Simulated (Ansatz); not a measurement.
Relaxation of AlH₆N (8 atoms, charge 0, multiplicity 1), to a largest force component of 0.03 eV/Å in at most 50 steps.

Level of theory: Ansatz 0.2.0, RKS PBE0-D4/def2-SVP.

```xyz
8
Properties=species:S:1:pos:R:3
Al 0.023 0.265 -0.026
H -0.190 0.317 1.530
H 1.490 0.400 -0.626
H -1.233 0.100 -0.986
N 0.048 -2.512 1.366
H -0.665 -2.747 0.681
H 0.977 -2.628 0.969
H -0.083 -1.541 1.714
```

Q: Where does it end, and by what steps?

A: The run converged. The force dipped under the threshold on the way, but the program's further checks kept it going. After 23 steps the energy has fallen by 1.347 eV; H8 moved furthest, 0.79 Å. Joined: Al1–N5 (3.11 → 2.07 Å).

```tsv
step	energy less start (eV)	largest force component (eV/Å)	accepted
0	0.0000	0.935	yes
1	-0.0963	1.523	yes
2	-0.2344	1.671	yes
3	-0.3808	1.611	yes
4	-0.7265	1.655	yes
5	-1.1074	1.635	yes
6	-1.3099	0.281	yes
7	-1.3151	0.031	yes
8	-1.3153	0.008	yes
9	-1.3154	0.007	yes
10	-1.3010	0.804	no
11	-1.3138	0.199	no
12	-1.3163	0.046	yes
13	-1.3171	0.238	yes
14	-1.3204	0.102	yes
15	-1.3318	0.016	yes
16	-1.3209	0.724	no
17	-1.3364	0.170	yes
18	-1.3352	0.403	no
19	-1.3400	0.078	yes
20	-1.3426	0.082	yes
21	-1.3447	0.113	yes
22	-1.3422	0.268	no
23	-1.3466	0.012	yes
```

```xyz
8
Properties=species:S:1:pos:R:3
Al 0.017 -0.044 0.166
H 0.154 0.799 1.527
H 1.306 -0.122 -0.790
H -1.429 -0.095 -0.532
N 0.072 -1.961 0.956
H -0.081 -2.669 0.235
H 0.974 -2.161 1.392
H -0.646 -2.093 1.669
```

Time of the run: 34 s on 1 thread of Arm Neoverse V2, on a shared host, peak memory 0.1 GiB.
